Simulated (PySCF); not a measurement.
Species, as SMILES: C=C=O.
Geometry (B3LYP-D3(BJ)/def2-TZVP, fixed):
```xyz
5

C      0.0091     0.0017    -1.2056
C     -0.0008    -0.0001     0.1027
H      0.0282     0.9401    -1.7377
H     -0.0018    -0.9351    -1.7406
O     -0.0096    -0.0018     1.2620
```
Charge 0, spin multiplicity 1.

How fast the mean static polarisability converges with the basis for several methods (PySCF): deviation from each method's own reference, in %. References: HF 27.71 bohr³, the value in d-aug-cc-pVTZ; PBE 29.65 bohr³, the value in d-aug-cc-pVTZ; PBE0 28.70 bohr³, the value in d-aug-cc-pVTZ. All functions are spherical. Density fitting with generated auxiliary sets. No added dispersion term, no relativity. 

```tsv
basis	functions	HF	PBE	PBE0
pcseg-1	52	[?]	-26.5	-25.0
aug-pcseg-1	87	[?]	-0.7	-0.4
pcseg-2	118	[?]	-12.2	-11.3
jun-cc-pV(T+d)Z	145	[?]	-0.9	-0.7
def2-TZVPPD	148	[?]	-1.5	-1.1
6-311++G(3df,3pd)	153	[?]	-2.3	-1.9
cc-pVQZ	225	[?]	-9.6	-8.4
def2-QZVPP	231	[?]	-7.0	-6.1
```

Task: What belongs in the gaps?

Result: 
- pcseg-1, HF: -23.4
- aug-pcseg-1, HF: -0.1
- pcseg-2, HF: -10.5
- jun-cc-pV(T+d)Z, HF: -0.5
- def2-TZVPPD, HF: -0.8
- 6-311++G(3df,3pd), HF: -1.8
- cc-pVQZ, HF: -7.6
- def2-QZVPP, HF: -5.5

Mean absolute deviation over pcseg-2, jun-cc-pV(T+d)Z, def2-TZVPPD, 6-311++G(3df,3pd): HF 3.4, PBE0 3.7, PBE 4.2 %.
